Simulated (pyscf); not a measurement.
H₂B–F (SMILES BF) + HF (SMILES F) -> H₂B–F (SMILES BF) + HF (SMILES F) (four-centre exchange; singlet surface; B–F, F–H broken, B–F, F–H formed). Optimised with ωB97X-D3(BJ)/def2-SVP in PySCF. MP2 and CC: frozen core, UHF for open shells. ΔMP2 is the change of the MP2 total energy from the triple- to the quadruple-zeta basis. Energies in kcal/mol from the separated reactants.

```json
[
 {"level": "B3LYP-D3(BJ)/def2-TZVP", "barrier": "13.5", "reaction energy": "0.0"},
 {"level": "M06-2X/def2-TZVP", "barrier": "11.8", "reaction energy": "0.0"},
 {"level": "ωB97M-D3(BJ)/def2-TZVP", "barrier": "12.6", "reaction energy": "0.0"},
 {"level": "HF/def2-TZVP", "barrier": "29.1", "reaction energy": "0.0"},
 {"level": "MP2/def2-QZVPP", "barrier": "14.3", "reaction energy": "0.0"},
 {"level": "CCSD(T)/def2-TZVPP", "barrier": "…", "reaction energy": "0.0"},
 {"level": "CCSD(T)/def2-TZVPP + ΔMP2(QZVPP)", "barrier": "…", "reaction energy": "0.0"}
]
```

Task: What belongs in the gaps?

Result: 
- CCSD(T)/def2-TZVPP, barrier: 14.2
- CCSD(T)/def2-TZVPP + ΔMP2(QZVPP), barrier: 15.2

Of the functionals in the table, B3LYP-D3(BJ) is closest to CCSD(T)/def2-TZVPP + ΔMP2(QZVPP) in the barrier (1.7 kcal/mol apart) and M06-2X least close (3.4 kcal/mol); that level has limits of its own. One saddle was located; it need not be the lowest between these sides. The CCSD(T) − MP2 part came from Ansatz, without density fitting, on the same reference.
